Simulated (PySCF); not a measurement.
Saddle point of SiH$_{4}$ClF, singlet (SiH₃Cl ([SiH3][Cl]) + HF → SiH₂ClF ([F][SiH2][Cl]) + H₂; bonds formed: Si1–F7, H2–H6; bonds broken: Si1–H2, H6–F7), PBE0-D4/def2-TZVP structure:

```
7
angstrom
Si -0.3626 -0.0594 0.2315
H 1.0800 -0.8755 -0.0819
H -0.4664 -0.9769 1.3979
H -1.4641 -0.4104 -0.6808
Cl -0.4592 1.7497 1.1832
H 1.1109 -0.1804 -0.7935
F 0.5613 0.7528 -1.2562
```

Energies are electronic, without zero-point energy. Barriers and step energies count from the start structure reached by relaxing down the imaginary mode; all methods use the PBE0-D4 structures, on which another method's saddle can fall below an end. Computed with PySCF 2.14 with density fitting (its default auxiliary sets; JK sets also for MP2 and CCSD(T)) (basis: def2-TZVPP, with def2-QZVPP for the basis limit); correlated methods freeze the cores. B3LYP uses VWN-RPA correlation. Extrapolation: Hartree–Fock as exp(−7.88 √X), correlation as X^−2.97.

| method | barrier (kcal/mol) | step energy (kcal/mol) |
| --- | --- | --- |
| SPW92 | ? | -21.42 |
| PBE-D4 | 29.56 | -23.20 |
| r2SCAN-D4 | 31.27 | -26.48 |
| PBE0-D4 | ? | -23.25 |
| B3LYP-D4 | 36.10 | -25.45 |
| BHLYP-D4 | 40.73 | -25.95 |
| wB97M-V | ? | -25.61 |
| HF | 52.51 | -27.21 |
| MP2 | 37.19 | -26.10 |
| CCSD | 41.07 | -25.00 |
| CCSD(T) | 38.66 | -25.02 |

Fill in the withheld barriers. (An estimate is asked for; the value comes from the calculation.)

By the calculation: SPW92 22.59; PBE0-D4 34.02; wB97M-V 35.04 kcal/mol. Each is the energy of the saddle less that of the start structure, by the same method.

For comparison, the barrier by CCSD(T) at an estimated basis limit (MP2 extrapolated from triple and quadruple zeta, plus CCSD(T) − MP2 in triple zeta) is 37.86 kcal/mol.

The T1 diagnostic stays at or below 0.012.

Labels in which every atom is bracketed show which atoms are joined, not bond orders.

For scale, one of the runs: CCSD(T)/def2-TZVPP, 171 basis functions, launched by `OMP_NUM_THREADS=4 python run.py`. Time: 3.1 min of wall clock on 4 CPU threads of an Arm Neoverse V1; the host was shared. Peak host memory: 1.5 GiB.
